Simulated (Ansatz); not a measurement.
Predict a relaxed structure of Al(H2O)H3 (AlOH₅), charge 0, singlet, at PBE-D4/def2-TZVP (Ansatz).


```
atom   x (Å)   y (Å)   z (Å)
 Al1   0.650  -0.540  -0.304
  O2  -0.617   0.954   0.345
  H3  -0.904   0.736   1.250
  H4  -1.421   0.992  -0.204
  H5   1.856   0.283  -0.958
  H6  -0.408  -1.249  -1.292
  H7   0.845  -1.177   1.163
```
 This is one stationary point.
